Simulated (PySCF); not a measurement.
cyclobutane (C4H8), SMILES C1CCC1.

Coordinates come from a PBE0-D3(BJ)/def2-SVP optimisation.

The numbers are results of M06-2X/def2-TZVP (PySCF), not measurements.

Symmetry labels are those of the subgroup D2 that the program uses (full group D2d).

Computed valence orbital energies around the gap with their symmetry:
```
orbital  symmetry  energy (eV)
-------  --------  -----------
HOMO−7         B1       -14.88
HOMO−6          A       -14.81
HOMO−5         B2       -12.07
HOMO−4         B3       -12.07
HOMO−3          A       -11.23
HOMO−2          A       -10.01
HOMO−1         B2        -9.80
HOMO           B3        -9.80
LUMO            A         1.98
LUMO+1         B1         2.55
LUMO+2         B2         2.79
LUMO+3         B3         2.79
```
